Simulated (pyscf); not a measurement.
Structures and frequencies: ωB97X-D3(BJ)/def2-SVP in PySCF. MP2 and CC: frozen core, UHF for open shells. ΔMP2 is the change of the MP2 total energy from the triple- to the quadruple-zeta basis.

**Question.** For the elementary gas-phase step •H₂C–CH=NH -> •HC=CH–NH₂ (doublet surface; C–H broken, H–N formed), what barrier and reaction energy does CCSD(T)/def2-TZVPP + ΔMP2(QZVPP) give, measured from the reactant's lowest minimum found?

**Answer.** ΔE‡ = 64.8 kcal/mol, ΔE = +23.6 kcal/mol. Zero-point energy shifts the barrier by -3.5 kcal/mol. It is a hydrogen shift, with an imaginary mode of 1779i cm⁻¹. The same reactants have a lower exit, to H₂C=C=NH + H• (no saddle counted: cutting one bond, which may have a small barrier of its own, costs +50.5 kcal/mol at ωB97M-D3(BJ), against +63.7 kcal/mol here). This is the saddle that the search found; another between the same sides may lie lower. The CCSD(T) − MP2 part came from Ansatz, without density fitting, on the same reference. A UHF reference is spin-contaminated (<S²> up to 0.97), which harms MP2 most.
